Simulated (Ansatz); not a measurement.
`[SH][Mg][SH]` and `[OH][Mg][SH]` differ in one atom or group.

Ansatz, PBE0-D4/def2-TZVP geometries, multiplicity 1. Each molecule was computed in one conformer, which needn't be the lowest.

```csv
property,`[SH][Mg][SH]`
zero-point energy (PBE0-D4/def2-TZVP) / kJ/mol,45.6
HOMO–LUMO gap (ωB97M-V/def2-TZVPP) / eV,9.40
size of the dipole moment (PBE/def2-TZVPP) / D,0.82
HOMO energy (B3LYP/def2-TZVPP) / eV,-7.04
LUMO energy (PBE0/def2-TZVPP) / eV,-1.47
LUMO energy (ωB97M-V/def2-TZVPP) / eV,-0.09
```

Give the same properties after the change, and the shifts. (Estimate.)

Ansatz gave: 
```tsv
property	`[OH][Mg][SH]`	shift
zero-point energy (PBE0-D4/def2-TZVP) / kJ/mol	53.7	8.1
HOMO–LUMO gap (ωB97M-V/def2-TZVPP) / eV	9.39	-0.01
size of the dipole moment (PBE/def2-TZVPP) / D	1.50	0.68
HOMO energy (B3LYP/def2-TZVPP) / eV	-6.88	0.16
LUMO energy (PBE0/def2-TZVPP) / eV	-1.25	0.22
LUMO energy (ωB97M-V/def2-TZVPP) / eV	0.07	0.16
```

With PBE0 the HOMO rises by 0.17 eV and the LUMO rises by 0.22 eV, so the gap widens by about 0.05 eV. PBE moves the HOMO by 0.16 eV and ωB97M-V by 0.17 eV. Dipoles are sizes alone; their direction can turn.

B3LYP here is the variant with VWN-RPA as its local correlation; programs differ in this.
